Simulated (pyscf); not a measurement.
PySCF, gas phase, ωB97X-D3(BJ)/def2-SVP geometries.

SMILES: CB(C)C[SiH3]
```xyz
16

C      1.3492     1.4668     0.3234
B     -0.1705     1.1514     0.0237
C     -0.9378     1.9819    -1.0807
C     -0.9050    -0.0188     0.7669
Si    -0.5056    -1.6221    -0.1443
H      1.5662     2.5475     0.2872
H      1.7352     1.0476     1.2653
H      1.9381     1.0193    -0.5013
H     -1.4065     2.8331    -0.5477
H     -1.7581     1.4298    -1.5666
H     -0.2819     2.4200    -1.8499
H     -0.5549    -0.1621     1.8032
H     -2.0039     0.0790     0.7567
H      0.9625    -1.8943    -0.1065
H     -1.2154    -2.7785     0.4787
H     -0.9244    -1.5308    -1.5755
```
Charge 0, spin multiplicity 1.

Question: How much does it cost (ΔH, 298 K, ωB97M-D3(BJ)/def2-TZVP) to split H₃C–B(CH₃)–CH₂–SiH₃ at its C–Si bond into •H₂C–B(CH₃)–CH₃ + SiH₃•?

Answer: C–Si to •H₂C–B(CH₃)–CH₃ + SiH₃•: 84.7 kcal/mol. The 7 functionals that were run give +77.2 (r²SCAN) to +86.8 kcal/mol (ωB97X-D3(BJ)). The radicals are drawn with the spin at the cut bond; how far it spreads was not checked. Other isomers of •H₂C–B(CH₃)–CH₃ were not searched in full and may lie lower.
